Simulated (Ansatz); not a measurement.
Species: CHOS (charge +1, singlet). It need not be the lowest isomer of its formula. 
Coordinates optimised at B3LYP-D3(BJ)/def2-TZVP (Ansatz, a program for electronic structure):
SMILES: [OH+]=C=S
```xyz
4

O     -0.0531     0.0448    -1.6269
C      0.0130    -0.0067    -0.3986
S     -0.0174     0.0060     1.0988
H      0.6248    -0.4130    -2.1737
```
Charge +1, spin multiplicity 1.

Parts of the frozen-core correlation energy in STO-3G (Ansatz, hartree). Frozen orbitals: 7; correlated occupied orbitals by spin: 8 and 8; virtual: 5 and 5. No spin-orbit coupling. No relativistic terms. The restricted reference is unstable.

```tsv
term	value
reference (HF)	-504.73366
MP2 opposite-spin	-0.13943
MP2 same-spin	-0.04748
CCSD correlation	-0.19047
(T)	-0.01096
FCI minus CCSD(T)	-0.00136
T1 diagnostic	0.019
largest doubles amplitude	0.141
```
